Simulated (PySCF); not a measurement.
First SCF of a structure search on doublet H2PO, at a hand-made trigonal planar geometry. PySCF input:

```python
from pyscf import gto, scf, dft
mol = gto.M(atom='''
P     -0.489770    -0.000000     0.000000
O      1.100250     0.000000     0.000000
H     -1.204770     1.238420     0.000000
H     -1.204760    -1.238410     0.000000''',
    basis={'P': 'def2-TZVP', 'O': 'def2-TZVP', 'H': 'def2-TZVP'},
    charge=0, spin=1)
mf = dft.UKS(mol, xc='PBE0')
mf.grids.atom_grid = (50, 194)
aux = {'P': 'def2-universal-JKFIT', 'O': 'def2-universal-JKFIT', 'H': 'def2-universal-JKFIT'}
mf = mf.density_fit(auxbasis=aux)
mf.conv_tol = 1e-08
mf.diis_space = 10
mf.max_cycle = 60
mf.init_guess = 'minao'
mf.verbose = 4
mf.kernel()
```

Excerpt of the output (cycles alone):

```
init E= -417.545768124913
cycle= 1 E= -417.362721365363  delta_E= 0.183  |g|= 0.638  |ddm|= 1.15
cycle= 2 E= -414.865702221282  delta_E=  2.5  |g|= 2.12  |ddm|= 3.79
cycle= 3 E= -417.537784926103  delta_E= -2.67  |g|= 0.0921  |ddm|= 3.68
cycle= 4 E= -417.544332200392  delta_E= -0.00655  |g|= 0.0384  |ddm|= 0.117
cycle= 5 E= -417.545152263717  delta_E= -0.00082  |g|= 0.0163  |ddm|= 0.0324
cycle= 6 E= -417.545355578047  delta_E= -0.000203  |g|= 0.00713  |ddm|= 0.0183
cycle= 7 E= -417.545419056198  delta_E= -6.35e-05  |g|= 0.00199  |ddm|= 0.0133
cycle= 8 E= -417.545424598847  delta_E= -5.54e-06  |g|= 0.000692  |ddm|= 0.00397
cycle= 9 E= -417.54542521062  delta_E= -6.12e-07  |g|= 0.000125  |ddm|= 0.00147
cycle= 10 E= -417.545425236327  delta_E= -2.57e-08  |g|= 2.85e-05  |ddm|= 0.000323
cycle= 11 E= -417.545425237511  delta_E= -1.18e-09  |g|= 7.72e-06  |ddm|= 6.96e-05
Extra cycle  E= -417.545425237513  delta_E= -1.93e-12  |g|= 1.16e-05  |ddm|= 1.35e-05
converged SCF energy = -417.545425237513  <S^2> = 0.75838159  2S+1 = 2.0083641
```

No lower solution of this spin was found by a stability analysis within the unrestricted form.

The search for the lowest solution, with the stability check, took 3.2 s on 2 threads of a shared Arm Neoverse V1 host, with 80 basis functions; the process peaked at 0.3 GiB. Launch command: `OMP_NUM_THREADS=2 python axn.py task.json out`.
